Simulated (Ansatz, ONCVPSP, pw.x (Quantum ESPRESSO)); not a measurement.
**Equation-of-state test of one ONCV potential (hydrogen)**

ONCVPSP 4.0.1 input, shortened (lines: element, Z, core and valence counts, functional; n l f; lmax; l rc ep ncon nbas qcut; lloc lpopt rc5 dvloc0; l nproj debl; icmod fcfact rcfact), LDA (Perdew-Wang 92), scalar-relativistic:

```
  H 1.00    0    1  -001012      upf
    1    0    1.00
    1
    0    1.50    0.00    4    9    7.70
    1    1.45    0.03    3    6    5.10
    4    5    1.20    4.00
    0    1    0.60
    1    2    3.20
    0    0.00    0.00
```

Atomic tests: cutoffs needed: 13 Ha and 18 Ha (the cutoffs (Ha) at which the residual kinetic energy of the hardest occupied pseudo-wave falls to 1 and 0.1 mHa per electron); ghost test: no bound ghost flagged; no localised positive-energy state flagged.

Crystal test: fcc H in pw.x 7.5, no spin, 18³ k-points, Fermi–Dirac smearing 0.01 Ry, cutoffs 45/180 Ry. The lattice is a test structure that the element need not adopt, and mesh and smearing are coarse.

pw.x input:

```
&control
  calculation='scf', prefix='x', pseudo_dir='./', outdir='./tmp', tstress=.true., disk_io='low'
/
&system
  ibrav=0, nat=1, ntyp=1, ecutwfc=45, ecutrho=180, nbnd=7,
  occupations='smearing', smearing='fd', degauss=0.01
/
&electrons
  conv_thr=1e-09, mixing_beta=0.4, electron_maxstep=70
/
ATOMIC_SPECIES
H 1.0 H.UPF
CELL_PARAMETERS angstrom
  0.00000000 1.13379931 1.13379931
  1.13379931 0.00000000 1.13379931
  1.13379931 1.13379931 0.00000000
ATOMIC_POSITIONS crystal
H 0.0000 0.0000 0.0000
K_POINTS automatic
18 18 18 0 0 0
```

```bash
pw.x < H.scf.in > H.scf.out
```

Q: How does the run end?

A: It converges; the pressure is 5.12 GPa against -0.13 GPa from all-electron LAPW. This is a poor potential for the solid. The log shows:

```
Message from routine setup:
     using ibrav=0 with symmetry is DISCOURAGED, use correct ibrav instead
     lattice parameter (alat)  =       3.0301  a.u.
     unit-cell volume          =      19.6714 (a.u.)^3
     number of electrons       =         1.00
     number of Kohn-Sham states=            7
     kinetic-energy cutoff     =      45.0000  Ry
     charge density cutoff     =     180.0000  Ry
     scf convergence threshold =      1.0E-09
     Exchange-correlation= SLA  PW   NOGX NOGC
     number of k points=   195  Fermi-Dirac smearing, width (Ry)=  0.0100
     iteration #  1     ecut=    45.00 Ry     beta= 0.40
     total energy              =      -1.06773215 Ry
     estimated scf accuracy    <       0.00005603 Ry
     iteration #  2     ecut=    45.00 Ry     beta= 0.40
     total energy              =      -1.06773371 Ry
     estimated scf accuracy    <       0.00002028 Ry
     iteration #  3     ecut=    45.00 Ry     beta= 0.40
     the Fermi energy is     4.1149 ev
!    total energy              =      -1.06773374 Ry
     estimated scf accuracy    <          8.9E-10 Ry
     smearing contrib. (-TS)   =      -0.00044613 Ry
     The total energy is F=E-TS. E is the sum of the following terms:
     one-electron contribution =       0.65066799 Ry
     hartree contribution      =       0.01640449 Ry
     xc contribution           =      -0.66441564 Ry
     ewald contribution        =      -1.06994446 Ry
     convergence has been achieved in   3 iterations
          total   stress  (Ry/bohr**3)                   (kbar)     P=       51.20
```
